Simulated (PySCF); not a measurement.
Compound: 1,5-hexadiyne, C6H6.
Atom-mapped SMILES: `[CH:1]#[C:2][CH2:3][CH2:4][C:5]#[CH:6]` (hydrogens: H7 on C1; H8, H9 on C3; H10, H11 on C4; H12 on C6)

Torsions of this conformer, `[CH:1]#[C:2][CH2:3][CH2:4][C:5]#[CH:6]`: C2–C3–C4–C5 180°.

The closed-shell ground state was solved at several levels (PySCF, density fitting, gas phase, non-relativistic). The structure is a single PBE0-D3(BJ)/def2-SVP conformer in the gas phase; no vibrational or solvent corrections. The dipole stays under 0.02 D at every level.

```json
{"level": "B3LYP/6-31G-J", "basis functions": "96", "HOMO (eV)": "-7.22", "LUMO (eV)": "1.09", "gap (eV)": "8.31"}
{"level": "KT2/pcJ-1", "basis functions": "222", "HOMO (eV)": "-6.54", "LUMO (eV)": "-0.28", "gap (eV)": "6.26"}
{"level": "HF/pcJ-1", "basis functions": "222", "HOMO (eV)": "-10.44", "LUMO (eV)": "4.18", "gap (eV)": "14.62"}
{"level": "B3LYP/cc-pVTZ", "basis functions": "264", "HOMO (eV)": "-7.46", "LUMO (eV)": "0.53", "gap (eV)": "7.99"}
{"level": "B3LYP/6-31G*", "basis functions": "96", "HOMO (eV)": "-7.07", "LUMO (eV)": "1.11", "gap (eV)": "8.18"}
{"level": "B3LYP/pcJ-0", "basis functions": "96", "HOMO (eV)": "-7.63", "LUMO (eV)": "0.76", "gap (eV)": "8.39"}
{"level": "CAM-B3LYP/pcJ-1", "basis functions": "222", "HOMO (eV)": "-9.10", "LUMO (eV)": "1.99", "gap (eV)": "11.09"}
{"level": "B3LYP/def2-TZVP", "basis functions": "222", "HOMO (eV)": "-7.50", "LUMO (eV)": "0.44", "gap (eV)": "7.94"}
{"level": "B97-2/pcJ-1", "basis functions": "222", "HOMO (eV)": "-7.49", "LUMO (eV)": "0.72", "gap (eV)": "8.21"}
```

**Question.** What might PBE0/pcJ-1 (222 basis functions) give for the same quantities?

**Answer.** HOMO -7.76 eV, LUMO 0.77 eV, gap 8.53 eV.

**Question.** Over all these levels, which gives the widest orbital gap and which the narrowest?

**Answer.** HF/pcJ-1 (Hartree–Fock, all exact exchange) has the widest, 14.62 eV, and KT2/pcJ-1 (GGA) the narrowest, 6.26 eV. The two share the basis. From the narrowest to the widest the HOMO moves by -3.90 eV and the LUMO by +4.46 eV.

**Question.** How much does the basis alone move the frontier levels among the 5 B3LYP rows?

**Answer.** The HOMO by 0.56 eV and the LUMO by 0.67 eV. By rising basis size (HOMO, LUMO in eV): 6-31G-J -7.22, 1.09; 6-31G* -7.07, 1.11; pcJ-0 -7.63, 0.76; def2-TZVP -7.50, 0.44; cc-pVTZ -7.46, 0.53.

**Question.** In the pcJ-1 basis, how does the gap go with the fixed share of exact exchange?

**Answer.** KT2 (0 %) 6.26 eV; B97-2 (21 %) 8.21 eV; PBE0 (25 %) 8.53 eV; HF (100 %) 14.62 eV. Each rise in the share widens the gap here.
